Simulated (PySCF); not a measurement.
Geometry (Å), atoms numbered from 1 in this order:
```xyz
10

B     0.7143    1.1941   -0.6519
H     1.9163    1.2097   -0.5036
H     0.1117    2.2430   -0.5933
C    -0.0398   -0.1375   -0.8171
Si   -0.4705   -0.7434    0.9333
H    -1.0126   -0.0544   -1.3282
H     0.5600   -0.9541   -1.2510
H     0.7661   -0.9617    1.7419
H    -1.3381    0.2432    1.6436
H    -1.2074   -2.0388    0.8262
```

Geometry: PBE0-D3(BJ)/def2-SVP; GIAO shifts from PySCF, gas phase, non-relativistic, averaged over equivalent atoms.

At PBE0/pcSseg-1 (93 basis functions, 4.7 s wall time on 1 thread of an Arm Neoverse V2, shared host):
```
    atoms  δ (ppm)
       B1     82.8
    H2/H3     7.43
H8/H9/H10     3.89
    H6/H7     2.03
       C4     22.0
      Si5    -83.6
```

References, each an isolated molecule treated in the same way: 11B (σref 100.73) vs BF3·OEt2; 1H (σref 31.27), 13C (σref 184.41), 29Si (σref 351.99) against TMS.

Q: Predict the values at wB97X-D/pcSseg-1 on the same geometry.

A: 
```csv
atoms,δ at wB97X-D/pcSseg-1,change
B1,79.1,-3.7
H2/H3,7.23,-0.20
H8/H9/H10,3.86,-0.03
H6/H7,1.82,-0.21
C4,19.3,-2.7
Si5,-81.5,+2.1
```

Shifts are taken against calculated references (same method and geometry level): 11B (101.61 ppm) against BF3·OEt2; TMS for 1H (31.38 ppm) and 13C (184.54 ppm) and 29Si (352.93 ppm).

The largest change is at B1 (boron bonded to C, 2 H). Cost: 93 basis functions, 4.3 s wall time on 1 thread of an Arm Neoverse V2, shared host.

A carbon bonded to boron is broadened by the quadrupolar boron nucleus and is often missing from a measured spectrum.
